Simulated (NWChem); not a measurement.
# C3H6 (SMILES C1CC1) at 6 levels

Aim: a comparison of 6 runs (BHLYP/def2-SVPD, CAM-B3LYP/def2-SVPD, M06-2X/def2-SVPD, M06-L/def2-SVPD, PBE0/def2-SVPD, r2SCAN/def2-SVPD) of C3H6. 

Program for the calculation: NWChem 7.3.0.

### 1 The molecule

C3H6: 9 atoms, total charge 0, spin state singlet. SMILES: `C1CC1`. Geometry: relaxed at PBE0-D4/def2-TZVP.

Bond lengths: C1–C2 1.497 Å, C1–C3 1.497 Å, C2–C3 1.497 Å, C1–H4 1.083 Å, C1–H5 1.083 Å, C2–H6 1.083 Å, C2–H7 1.083 Å, C3–H8 1.083 Å, C3–H9 1.083 Å. Some angles: C1–C2–C3 60.0°, C2–C1–C3 60.0°, C1–C3–C2 60.0°, C1–C2–H6 118.0°, C1–C2–H7 118.0°, C3–C2–H6 118.0°, C3–C2–H7 118.0°, C2–C1–H4 118.0°, C2–C1–H5 118.0°, C3–C1–H4 118.0°.

### 2 Energy and gradient at BHLYP/def2-SVPD (run 1)

Contents of struct.nw:

```
start struct
memory stack 880 mb heap 220 mb global 1100 mb
geometry units bohr noautosym nocenter noautoz
   C     -0.97868916     0.03647171    -1.29635212
   C      1.38346850     0.88741539     0.00736993
   C     -0.34903242    -0.95298888     1.27821075
   H     -2.51976081     1.37231911    -1.46227008
   H     -0.79330703    -1.23663678    -2.88750152
   H      1.44771918     2.80189692     0.72735559
   H      3.17436194     0.19275206    -0.69749791
   H      0.26456166    -2.89865090     1.43675877
   H     -1.46208110    -0.28988399     2.86199022
end
basis spherical bse
   C library def2-SVPD
   H library def2-SVPD
end
dft
   xc bhlyp
   grid fine
   convergence energy 1e-08
   iterations 100
   mulliken
   print low
end
task dft gradient
```

On the command line:

```
nwchem struct.nw > struct.out
```

Output:

```text
[...]
 d= 0,ls=0.0,diis     1   -117.7092402543 -1.94D+02  1.19D-02  1.73D-01     2.3
[...]
 d= 0,ls=0.0,diis     7   -117.7351630202 -2.49D-10  1.06D-07  2.49D-12    14.1
         Total DFT energy =     -117.735163020180
      One electron energy =     -307.174583599055
           Coulomb energy =      131.794899739199
    Exchange-Corr. energy =      -18.429388207581
 Nuclear repulsion energy =       76.073909047258
[...]
                         DFT ENERGY GRADIENTS
    atom               coordinates                        gradient
                 x          y          z           x          y          z
   1 C      -0.978689   0.036472  -1.296352   -0.000767   0.000042  -0.001008
   2 C       1.383469   0.887415   0.007370    0.001083   0.000592  -0.000041
   3 C      -0.349032  -0.952989   1.278211   -0.000307  -0.000676   0.000998
   4 H      -2.519761   1.372319  -1.462270    0.000224  -0.000085   0.000205
   5 H      -0.793307  -1.236637  -2.887502    0.000138   0.000065   0.000272
   6 H       1.447719   2.801897   0.727356   -0.000206  -0.000166  -0.000015
   7 H       3.174362   0.192752  -0.697498   -0.000310  -0.000082   0.000047
   8 H       0.264562  -2.898651   1.436759    0.000033   0.000221  -0.000193
   9 H      -1.462081  -0.289884   2.861990    0.000113   0.000089  -0.000265
 Task  times  cpu:       18.7s     wall:       18.7s
[...]
```

Wall time 20 s (1 thread of INTEL XEON PLATINUM 8581C at 2.10GHz (Emerald Rapids), shared host); peak memory 0.12 GiB.

### 3 Energy and forces at CAM-B3LYP/def2-SVPD (run 2)

Contents of run.py:

```python
from ase import Atoms
from ase.calculators.nwchem import NWChem

system = Atoms(['C', 'C', 'C', 'H', 'H', 'H', 'H', 'H', 'H'], positions=[
    [-0.517900, 0.019300, -0.686000],
    [0.732100, 0.469600, 0.003900],
    [-0.184700, -0.504300, 0.676400],
    [-1.333400, 0.726200, -0.773800],
    [-0.419800, -0.654400, -1.528000],
    [0.766100, 1.482700, 0.384900],
    [1.679800, 0.102000, -0.369100],
    [0.140000, -1.533900, 0.760300],
    [-0.773700, -0.153400, 1.514500],
])

calc = NWChem(
    label='c3h6',
    theory='dft',
    memory='2200 mb',
    basis='def2-SVPD',
    basispar='spherical bse',
    dft={'xc': 'xcamb88 1.00 lyp 0.81 vwn_5 0.19 hfexch 1.00', 'cam': '0.33 cam_alpha 0.19 cam_beta 0.46', 'mult': '1', 'grid': 'fine', 'convergence': 'energy 1e-08', 'direct': None, 'iterations': '100', 'mulliken': None},
)
system.calc = calc

forces = system.get_forces()
e = system.get_potential_energy()
print(f"E = {e:.6f} eV")
print("forces (eV/A):")
for s, f in zip(system.symbols, forces):
    print(f"{s:2s} {f[0]:10.5f} {f[1]:10.5f} {f[2]:10.5f}")
print("dipole (e A):", system.get_dipole_moment().round(4))
```

On the command line:

```
export ASE_NWCHEM_COMMAND="nwchem PREFIX.nwi > PREFIX.nwo"
python run.py
```

Output:

```text
E = -3203.883172 eV
forces (eV/A):
C     0.04808   -0.00252    0.06294
C    -0.06741   -0.03826    0.00195
C     0.01892    0.04299   -0.06237
H    -0.19458    0.16465   -0.02787
H     0.01717   -0.15632   -0.20245
H     0.01558    0.23664    0.08721
H     0.22831   -0.08099   -0.08706
H     0.07271   -0.24307    0.02638
H    -0.13874    0.07688    0.20127
dipole (e A): [ 0. -0.  0.]
```

The calculator wrote c3h6.nwi:

```
title "c3h6"

permanent_dir c3h6

scratch_dir c3h6

start c3h6

geometry units angstrom nocenter noautosym noautoz
  C  -5.1790000000000003e-01 1.9300000000000001e-02 -6.8600000000000005e-01
  C  7.3209999999999997e-01 4.6960000000000002e-01 3.8999999999999998e-03
  C  -1.8470000000000000e-01 -5.0429999999999997e-01 6.7640000000000000e-01
  H  -1.3333999999999999e+00 7.2619999999999996e-01 -7.7380000000000004e-01
  H  -4.1980000000000001e-01 -6.5439999999999998e-01 -1.5280000000000000e+00
  H  7.6610000000000000e-01 1.4826999999999999e+00 3.8490000000000002e-01
  H  1.6798000000000000e+00 1.0199999999999999e-01 -3.6909999999999998e-01
  H  1.4000000000000001e-01 -1.5339000000000000e+00 7.6029999999999998e-01
  H  -7.7370000000000005e-01 -1.5340000000000001e-01 1.5145000000000000e+00
end

memory 2200 mb

basis spherical bse noprint
   * library def2-SVPD
end

dft
  xc xcamb88 1.00 lyp 0.81 vwn_5 0.19 hfexch 1.00
  cam 0.33 cam_alpha 0.19 cam_beta 0.46
  mult 1
  grid fine
  convergence energy 1e-08
  direct
  iterations 100
  mulliken
end

task dft gradient
```

c3h6.nwo:

```text
Northwest Computational Chemistry Package (NWChem) 7.3.0
             --------------------------------------------------------

           Job information
           ---------------

    nwchem branch   = 7.3.0
    use scalapack   = T
    input           = c3h6.nwi
    prefix          = c3h6.
    data base       = c3h6/c3h6.db
    status          = startup
    nproc           =        1

           Memory information
           ------------------

[... 5 lines left out ...]
    hardfail = no
[... 109 lines left out ...]
  convergence criterion.
[... 47 lines left out ...]
          Spatial weights used:  Erf1
[... 32 lines left out ...]
 1-e energy   =    -303.914201
[... 54 lines left out ...]
           Coulomb energy =      131.811825381273
[... 832 lines left out ...]
          Convergence on density requested:  1.00D-05
[... 32 lines left out ...]
          total energy or number of iterations.
[... 42 lines left out ...]
                 ----------------------------------------
                 |  Time  |  1-e(secs)   |  2-e(secs)   |
                 ----------------------------------------
                 |  CPU   |       0.01   |      40.22   |
                 ----------------------------------------
                 |  WALL  |       0.01   |      40.22   |
                 ----------------------------------------

 Task  times  cpu:       88.3s     wall:       88.3s
 Total times  cpu:       88.3s     wall:       88.3s
```

Run time: 90 s. Hardware: 1 thread of INTEL XEON PLATINUM 8581C at 2.10GHz (Emerald Rapids), shared host; peak memory 0.12 GiB.

Runs 3 to 5 aren't shown in full; the table further down has their settings and results.

### 4 Energy and gradient at r2SCAN/def2-SVPD (run 6)

Contents of test.nw:

```
start test
memory total 2200 mb
charge 0

geometry units au noautosym nocenter noautoz
 C  -0.97868916  0.03647171 -1.29635212
 C   1.38346850  0.88741539  0.00736993
 C  -0.34903242 -0.95298888  1.27821075
 H  -2.51976081  1.37231911 -1.46227008
 H  -0.79330703 -1.23663678 -2.88750152
 H   1.44771918  2.80189692  0.72735559
 H   3.17436194  0.19275206 -0.69749791
 H   0.26456166 -2.89865090  1.43675877
 H  -1.46208110 -0.28988399  2.86199022
end

basis spherical bse
 C library def2-SVPD
 H library def2-SVPD
end

dft
 xc r2scan
 grid fine
 convergence energy 1e-08
 maxiter 100
 mulliken
end

task dft gradient
```

On the command line:

```
nwchem test.nw > test.out
```

Output:

```text
[...]
          Wavefunction type:  closed shell.
          No. of atoms     :     9
          No. of electrons :    24
[...]
          Charge           :     0
          Spin multiplicity:     1
[...]
          AO basis - number of functions:   108
[...]
              XC Information
              --------------
                      r^2SCAN Method XC Functional
               r^2SCAN metaGGA Exchange Functional  1.000
                     r^2SCAN Correlation Potential  1.000
[...]
 d= 0,ls=0.0,diis     1   -117.7138600346 -1.94D+02  1.29D-02  1.84D-01     2.3
[...]
 d= 0,ls=0.0,diis     7   -117.7348541074 -1.27D-10  1.32D-07  6.03D-12    14.3
         Total DFT energy =     -117.734854107370
      One electron energy =     -307.213545471797
           Coulomb energy =      131.823847644658
    Exchange-Corr. energy =      -18.419065327488
 Nuclear repulsion energy =       76.073909047258
[...]
  wavefunction    = closed shell
                         DFT ENERGY GRADIENTS
    atom               coordinates                        gradient
                 x          y          z           x          y          z
   1 C      -0.978689   0.036472  -1.296352    0.000121  -0.000001   0.000147
   2 C       1.383469   0.887415   0.007370   -0.000133  -0.000205  -0.000048
   3 C      -0.349032  -0.952989   1.278211    0.000025   0.000165  -0.000147
   4 H      -2.519761   1.372319  -1.462270    0.004714  -0.004082   0.000534
   5 H      -0.793307  -1.236637  -2.887502   -0.000547   0.003887   0.004873
   6 H       1.447719   2.801897   0.727356   -0.000221  -0.005791  -0.002173
   7 H       3.174362   0.192752  -0.697498   -0.005504   0.002118   0.002161
   8 H       0.264562  -2.898651   1.436759   -0.001855   0.005929  -0.000502
   9 H      -1.462081  -0.289884   2.861990    0.003401  -0.002020  -0.004846
[...]
```

Run time: 22 s. Hardware: 1 thread of INTEL XEON PLATINUM 8581C at 2.10GHz (Emerald Rapids), shared host; peak memory 0.12 GiB.

### 5 All runs side by side

| run | level | energy (Eh) | largest force (eV/Å) | wall time |
| --- | --- | --- | --- | --- |
| 1 | BHLYP/def2-SVPD | -117.735163 | 0.065 | 20 s |
| 2 | CAM-B3LYP/def2-SVPD | -117.740536 | 0.257 | 90 s |
| 3 | M06-2X/def2-SVPD | -117.749335 | 0.218 | 26 s |
| 4 | M06-L/def2-SVPD | -117.800089 | 0.376 | 26 s |
| 5 | PBE0/def2-SVPD | -117.670873 | 0.300 | 16 s |
| 6 | r2SCAN/def2-SVPD | -117.734854 | 0.323 | 22 s |

### 6 Outcome

| quantity | value |
| --- | --- |
| run 6: total energy | -117.73485 Eh |
| run 6: dipole moment | 0.00 D |
| run 6: HOMO energy | -7.36 eV |
| run 6: LUMO energy | 1.31 eV |
| run 6: HOMO–LUMO gap | 8.67 eV |
| run 6: largest force on an atom | 0.323 eV/Å |

**Reading.** Over runs 2, 3, 4, 6 the HOMO–LUMO gap runs from 8.35 eV (M06-L/def2-SVPD) to 11.55 eV (CAM-B3LYP/def2-SVPD). Totals of different functionals can't be ranked against each other. All runs together took 3.3 min, the longest 90 s.
